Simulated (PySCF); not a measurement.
Bonds broken one at a time in the series B NH2-H. All species are isolated molecules in the gas phase. Strings in code marks are SMILES.

All values below come from PBE-D3(BJ)/def2-TZVP // B3LYP-D3(BJ)/def2-TZVP (PySCF). 

```
species                     dipole moment (D)
--------------------------  -----------------
whole molecule (`NB(N)N`)                0.02
radical fragment (`N[B]N`)         (withheld)
radical fragment (`[NH2]`)         (withheld)
whole molecule (`NBN`)                   1.42
radical fragment (`[BH]N`)               2.39
whole molecule (`BN`)                    2.07
radical fragment (`[BH2]`)               0.51
whole molecule (`B`)                     0.00
```

**Question.** Some entries are withheld; supply them.

**Answer.** 
- radical fragment (`N[B]N`), dipole moment (D): 1.70
- radical fragment (`[NH2]`), dipole moment (D): 1.90
